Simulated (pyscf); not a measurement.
Optimised with ωB97X-D3(BJ)/def2-SVP in PySCF.

Question: For HS–Sn(Cl)(Cl)–Cl + hydrogen fluoride (HF) → H₂S + F–Sn(Cl)(Cl)–Cl, a four-centre exchange (singlet surface; S–Sn, F–H broken, H–S, F–Sn formed), PBE/def2-TZVP gives ΔE‡ = 37.7 kJ/mol and ΔE = +10.3 kJ/mol (zero: the separated reactants). In which direction and how far do r²SCAN/def2-TZVP, M06-2X/def2-TZVP, ωB97M-D3(BJ)/def2-TZVP move these?

Answer: r²SCAN: ΔE‡ = 36.8 kJ/mol, ΔE = +9.4 kJ/mol; M06-2X: ΔE‡ = 60.5 kJ/mol, ΔE = +11.7 kJ/mol; ωB97M-D3(BJ): ΔE‡ = 61.9 kJ/mol, ΔE = +12.0 kJ/mol. PBE's barrier matches one of them and lies within 24.2 kJ/mol of the others. Its reaction energy matches one of them and lies within 1.7 kJ/mol of the others. On the product side the descent ends in an adduct with a S–Sn contact, 35.7 kJ/mol under the separated species and 66.5 kJ/mol under the saddle at ωB97X-D3(BJ)/def2-TZVP. What is counted as broken (S–Sn) persists as a longer contact in the product adduct; parting that adduct is a step of its own. One saddle was located; it need not be the lowest between these sides. Elements past Kr carry the def2 core potentials, without spin-orbit coupling.
